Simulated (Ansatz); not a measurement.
C₂H₃FS (`C=C(F)S`), relaxed with RKS PBE0-D4/def2-TZVP in Ansatz 0.2.0 from a PBE-D4/def2-SVP geometry. The force threshold is 0.005 eV/Å; the program also tests the step.

Total charge 0; spin multiplicity 1.

Start:

```xyz
7

C     0.313    0.283    0.868
C    -0.462   -0.338   -0.036
F    -1.517   -1.081    0.343
S    -0.343   -0.364   -1.810
H     1.174    0.891    0.565
H     0.075    0.177    1.936
H     0.760    0.431   -1.867
```

How much energy does the relaxation release, and in how many steps? (Best estimate.)

Computed: 0.04 eV, in 6 steps.

Which bonds change most? (Best estimate.)

Computed: C2–S4 from 1.778 to 1.753 Å; C1–C2 from 1.344 to 1.322 Å; S4–H7 from 1.361 to 1.341 Å; C1–H6 from 1.099 to 1.082 Å.

Give the relaxed structure. (Best estimate.)

The calculation gave: 
```xyz
7

C     0.307    0.278    0.858
C    -0.451   -0.330   -0.037
F    -1.500   -1.068    0.342
S    -0.337   -0.358   -1.787
H     1.155    0.875    0.560
H     0.076    0.177    1.910
H     0.749    0.426   -1.846
```
